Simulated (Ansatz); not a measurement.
Name a neutral molecule of C, O and H with LUMO energy (PBE/def2-TZVPP) between -0.60 and -0.30 eV and HOMO energy (ωB97M-V/def2-TZVPP) between -10.30 and -10.00 eV (Ansatz, PBE0-D4/def2-TZVP geometry).

`C#CC(C)OC` (-0.34 eV, -10.11 eV). Other molecules can fit too; these were computed, each in one conformer that needn't be the lowest.
